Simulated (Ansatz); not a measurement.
A nudged elastic band was laid between two geometries of H₆SSi₂ (9 atoms, charge 0, multiplicity 1).

Computed with UKS B3LYP-D4/def2-SVP (Ansatz).

```
movable images  : 5
climbing image  : yes
spring          : 5.0 eV/Å²
optimiser       : quadratic models (default)
start path      : through a guess of the saddle point
force threshold : 0.03 eV/Å
iteration limit : 60
end points      : relaxed
```

Initial state:

```xyz
9
Properties=species:S:1:pos:R:3
Si -1.288 -0.751 0.088
Si 1.100 -0.999 0.287
H -0.397 1.596 -1.650
S -0.885 1.699 -0.390
H -1.384 -0.296 1.549
H 1.364 -2.345 0.892
H 1.768 -0.994 -1.058
H 1.831 0.015 1.118
H -2.110 2.076 -0.836
```

Final state:

```xyz
9
Properties=species:S:1:pos:R:3
Si -0.851 0.064 -0.101
Si 1.289 -0.838 0.260
H -1.464 -0.544 -1.320
S -0.579 2.201 -0.346
H -1.746 -0.241 1.055
H 1.169 -2.318 0.424
H 2.172 -0.547 -0.907
H 1.896 -0.259 1.493
H -1.887 2.481 -0.559
```

Task: What changes between the two ends?

Result: Bonds broken: H3–S4. Bonds formed: Si1–H3.

Task: What energy profile does the band end with?

Result: The run converged. The highest image is number 3 of 0 to 6, 45.3 kJ/mol above the first end and 239.4 kJ/mol above the last; the last end lies 194.1 kJ/mol below the first. Neighbouring images differ by up to 1.3 eV, so the band resolves the path poorly. A vibrational analysis at the climbing image gives one clearly imaginary mode, 764i cm⁻¹: a first-order saddle point. The orbitals stay closed-shell, which can raise the energy where a bond breaks towards radicals; this wasn't checked here.

```
image  path coordinate (Å)  energy (kJ/mol)  H3–S4 (Å)  Si1–H3 (Å)
    0                 0.00              0.0       1.36        3.05
    1                 0.84              1.7       1.35        3.06
    2                 1.68             17.7       1.35        2.62
    3                 2.52             45.3       1.61        1.69
    4                 3.14            -57.3       2.22        1.48
    5                 3.75           -179.1       2.83        1.48
    6                 4.37           -194.1       3.04        1.49
```

Task: What is the geometry of the highest image?

Result: 
```xyz
9
Properties=species:S:1:pos:R:3:forces:R:3
Si -1.085 -0.564 -0.129 0.01 0.00 0.01
Si 1.216 -0.949 0.304 -0.01 0.00 0.00
H -1.381 0.568 -1.351 0.00 0.00 0.01
S -0.569 1.882 -0.880 -0.01 0.00 0.01
H -1.649 -0.134 1.206 0.01 0.00 -0.01
H 1.416 -2.373 0.719 0.00 0.01 0.00
H 1.987 -0.721 -0.955 -0.01 0.00 0.01
H 1.757 -0.056 1.372 0.00 0.00 -0.01
H -1.692 2.349 -0.286 0.01 0.00 -0.01
```

Time of the run: 2 min on 2 threads of Arm Neoverse V2, with other jobs on the host, peak memory 0.24 GiB.
